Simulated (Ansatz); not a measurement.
## CH4BO, doublet: from triple and quadruple zeta to the limit

```xyz
7

C     0.1855    1.1511   -0.0873
O     0.3585   -0.0381    0.6537
B    -0.1780   -1.2082    0.3432
H    -0.4540    0.9870   -0.9687
H    -0.2722    1.9119    0.5619
H     1.1714    1.5152   -0.4115
H     0.0150   -2.1894    1.0299
```

Ansatz 0.2.0, UHF determinant, valence electrons correlated. Energies in eV.

| set | X | functions | Hartree–Fock | MP2 correlation | CCSD(T) correlation | time |
| --- | --- | --- | --- | --- | --- | --- |
| def2-TZVPP | 3 | 149 | -3803.2572 | -13.2705 | -14.5017 | 22 s on 1 × NVIDIA H100 80GB HBM3 with 1 thread of AMD EPYC 7R13 Processor (Zen 3) (shared host) |
| def2-QZVPP | 4 | 291 | -3803.4486 | -14.2335 | -15.3732 | 39 s on 1 × NVIDIA H100 80GB HBM3 with 1 thread of AMD EPYC 7R13 Processor (Zen 3), on a shared host |

Hartree–Fock is taken to follow E(X) = E∞ + A·exp(−7.88·√X), correlation E(X) = E∞ + B·X^−2.97.

Question: Work out the CCSD(T) energy at the limit, and how far the shortcut misses it that extrapolates MP2 and adds CCSD(T) minus MP2 from the smaller set.

Answer: Hartree–Fock: E∞ = E4 + 0.1377·(E4 − E3) = -3803.4750. Correlation: E∞ = E4 + 0.7407·(E4 − E3) = -16.0188 for CCSD(T) and -14.9468 for MP2. The limit is -3819.4937 eV, 0.672 eV below def2-QZVPP. The shortcut gives a correlation energy of -14.9468 + (-1.2312) = -16.1780, 159 meV lower than the direct value.
